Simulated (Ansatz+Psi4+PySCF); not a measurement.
Two shapes of doublet MgH₂O(+).

Shape 1:

```xyz
4

Mg   -0.0235    0.0057   -0.0177
O    -0.0279   -0.0077    2.0421
H     0.7985   -0.0084    2.6083
H    -0.8048    0.0023    2.6271
```

Shape 2:

```xyz
4

Mg    0.0000    0.0000    0.0000
O     1.8775   -0.8171   -0.0998
H     2.6794   -0.3791   -0.4103
H     2.1288   -1.7134    0.1546
```

Basis set: cc-pVTZ on H, O; cc-pCVTZ on Mg (spherical functions). Left uncorrelated: 2 orbitals. Correlation on ROHF uses semicanonical orbitals with singles. Charge 1, multiplicity 2.

Computed with Ansatz (development build ahead of 0.2.0) and Psi4 1.11; each method stands on the lowest determinant of its kind that the runs found.

Problem. Which shape is lower in energy, and by how much in each method?

Solution.

```
  method  E(2) − E(1) (eV)
    ROHF            -0.078
     UHF            -0.078
ROHF-MP2            -0.036
 UHF-MP2            -0.036
```

Shape 2 is lower.
